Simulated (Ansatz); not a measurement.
**Sn₃Bi: computed properties**

Theory: Ansatz 0.2.0, DFT r2SCAN, scalar-relativistic, plane waves, PAW.

Plane waves to 500 eV, a k mesh through Γ of 10×10×10 on the computed 4-atom cell and Gaussian smearing (0.10 eV); no spin polarisation.

The structure is relaxed at this level of theory with its symmetry kept. Whether it is the stable form of this composition wasn't checked.

The structure is cubic, space group Pm-3m (No. 221). The conventional cell has a = 4.849 Å, b = 4.849 Å, c = 4.849 Å, α = 90.00°, β = 90.00°, γ = 90.00°. Sn (site symmetry 4/mmm) has 8 Sn at 3.43 Å and 4 Bi at 3.43 Å as nearest neighbours. Around Bi (site symmetry m-3m) lie 12 Sn at 3.43 Å.

| Quantity | Value |
| --- | --- |
| Volume per atom | 28.51 Å³ |
| Formation energy from the elements' standard states (uncorrected) | +0.251 eV/atom |
| Generalised Kohn–Sham band gap | none (metal) |
| Density of states at the Fermi level | 2.20 states/eV per cell |
| Löwdin character within 0.5 eV of the Fermi level | Sn 5p 62 %, Bi 6p 22 %, Sn 5s 10 % |
| Bulk modulus | 51 GPa |
| Its pressure derivative | 5.8 |
| Bader charges (e) | Sn (3 in the cell) 0.04, Bi (1 in the cell) -0.13 |

Spin-orbit coupling is left out, which matters for the bands of heavy elements.